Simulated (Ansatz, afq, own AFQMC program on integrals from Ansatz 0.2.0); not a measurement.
# AlSiH3, singlet → AlSiH$_{3}$, triplet, worked out

```xyz
5

Si   -1.1719    0.0063    0.0220
Al    1.4166   -0.0076   -0.0266
H    -1.7486    1.3889    0.0076
H    -1.7365   -0.6584    1.2401
H    -1.7815   -0.7021   -1.1488
```

Connectivity, by distances: SiH3–Al.

Both states at this geometry.

Basis cc-pVDZ. Noble-gas cores (and the filled d shells of Ga–Kr and In–Xe) are frozen. Ansatz 0.2.0 and our own AFQMC program on the same integrals; the CISD trial comes from CCSD amplitudes, and released means the phaseless constraint is let go. ± is one standard error of the sampling.

Total energies in eV. CBS is CCSD(T) at the limit of def2-TZVPP/QZVPP (extrapolated itself); the highest rung of each member is named.

Cautions: AlSiH₃ (singlet): restricted determinant unstable towards unrestricted (UHF 28 meV lower, ⟨S²⟩ 0.25), its ph-AFQMC/CISD value lies 15 ± 3 meV above CCSDTQ; AlSiH₃ (triplet): another spin lies lower; core correlation is missing, and it shifts such a gap most where an s electron is promoted.

```json
{"member": "AlSiH₃, triplet", "count": "+1", "CCSD(T)/cc-pVDZ": "-14495.4133", "highest rung in cc-pVDZ": "-14495.4547", "which": "CCSDT(Q)", "CCSD(T)/CBS": "-14497.6381"}
{"member": "AlSiH₃, singlet", "count": "-1", "CCSD(T)/cc-pVDZ": "-14496.8615", "highest rung in cc-pVDZ": "-14496.8972", "which": "CCSDTQ", "CCSD(T)/CBS": "-14499.1403"}
```

Work out the best estimate of the vertical spin gap: the CCSD(T)/CBS difference plus the step from CCSD(T) to the highest rung.

Sums with the counts: CCSD(T)/CBS 1.5022 eV, highest rung 1.4425 eV, CCSD(T)/cc-pVDZ 1.4482 eV. The step is 1.4425 − 1.4482 = -0.0057 eV, so the best estimate is 1.5022 + (-0.0057) = 1.4965 eV = 144.4 kJ/mol. The basis set is worth 0.054 eV of it. Zero-point, core-correlation and spin–orbit terms aren't in it. Past Ne the Hartree–Fock part of each CBS total tends to overshoot, since the cores don't follow the formula; that largely cancels in the difference.

Best estimates are given only where the step beyond CCSD(T) is under 0.3 eV and no member's determinant is very poor (T1 over 0.05, or 0.07 for open shells, ⟨S²⟩ too high by 0.3, two states mixed), so the hardest cases are missing from such tables.

CCSDT and higher add their correlation energy to the determinant of the CCSD(T) run, since their own runs factorise the integrals more tightly (a shift of under 2 meV). Each member of a difference takes its own highest rung, so a best estimate needn't equal the limit plus the step of one row.
